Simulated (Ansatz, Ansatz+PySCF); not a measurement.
```yaml
atoms:
  - { symbol: P, position_ang: [-0.0066, 0.0061, -0.9499] }
  - { symbol: P, position_ang: [-0.0068, -0.0030, 0.9388] }
```

RHF on singlet P₂ was run in several spherical basis sets with Ansatz (development build ahead of 0.2.0).

(1) Rank the basis sets by the total energy that they give, lowest first, with the distance from the lowest.
A. cc-pVDZ
B. STO-3G
C. def2-SVP

Answers

(1) A (0.00 eV), C (6.00 eV), B (209.78 eV).

Totals follow the description of the cores as much as that of the bonds, so this order isn't one of quality for chemistry.
